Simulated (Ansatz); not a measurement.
# Beryllium, hcp: convergence with Gaussian smearing

Computed with Ansatz, LDA, scalar-relativistic PAW, on the relaxed cell (a = 2.230 Å, c = 3.508 Å (c/a = 1.574); spin not included). Errors count from a run at 420 eV on a Γ-centred 26×26×15 mesh with Fermi-Dirac smearing of 0.1 eV, extrapolated to zero width. Fixed here: cutoff 420 eV, mesh 16×16×9. The SCF starts from atomic densities corrected by a trained network.

| width (eV) | E(σ→0) error (meV/atom) | F error (meV/atom) | P (GPa) | SCF iterations |
| --- | --- | --- | --- | --- |
| 0.01 | -0.8 | -0.8 | -0.01 | 6 |
| 0.03 | -0.8 | -0.9 | -0.02 | 6 |
| 0.1 | -0.9 | -1.1 | -0.02 | 6 |
| 0.2 | -1.0 | -1.5 | -0.02 | 6 |
| 0.3 | -1.0 | -2.0 | -0.02 | 6 |
| 0.6 | -0.3 | -5.6 | 0.02 | 6 |
| 1.0 | 4.2 | -17.5 | 0.33 | 6 |
